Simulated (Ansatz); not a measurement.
# Worked example: correlation energy of [OH···H···H], doublet

Geometry: a point of a hydrogen-transfer path between rigid fragments, not a stationary point.

```yaml
atoms:
  - { symbol: O, position_ang: [-0.1451, -0.0491, 0.0000] }
  - { symbol: H, position_ang: [-0.3944, 0.8775, 0.0000] }
  - { symbol: H, position_ang: [0.9119, -0.0491, 0.0000] }
  - { symbol: H, position_ang: [1.7859, -0.0491, 0.0000] }
```

Basis cc-pVDZ; Ansatz 0.2.0. Correlated methods freeze the noble-gas cores, which leaves 9 electrons in 28 orbitals. Prefix R: restricted or restricted open-shell reference; prefix U: unrestricted.

Full CI isn't at hand for all of this; UCCSDTQ serves as the reference, and is uncertain by about the last step of the cluster series.

Runs differ by some tens of microhartree through their thresholds and, for an open shell, their frozen cores, so steps under 0.03 kcal/mol mean nothing.

| level | total energy (hartree) |
| --- | --- |
| UHF | -76.480621 |
| UMP2 | -76.689679 |
| UCCSD | -76.704228 |
| UCCSD(T) | -76.708034 |
| UCCSDT | -76.708321 |
| UCCSDT(Q) | -76.708852 |
| UCCSDTQ | -76.708819 |

Problem. What is the correlation energy at UCCSDTQ, and what share of it do UMP2 and UCCSDT recover?

Solution. E(corr) = -76.708819 − (-76.480621) = -0.228198 hartree = -6.210 eV. UMP2: -0.209058 / -0.228198 = 91.61 %. UCCSDT: -0.227700 / -0.228198 = 99.78 %.

Problem. By how many kcal/mol does UCCSD(T) miss UCCSDTQ (1 hartree = 627.509 kcal/mol), and which steps make up the rest?

Solution. -76.708034 − (-76.708819) = 0.000785 hartree = 0.49 kcal/mol. Steps: UCCSDT − UCCSD(T) = -0.18, UCCSDT(Q) − UCCSDT = -0.33, UCCSDTQ − UCCSDT(Q) = 0.02 kcal/mol. That is within 1 kcal/mol of the reference in this basis, which itself misses far more of the correlation at the basis-set limit.
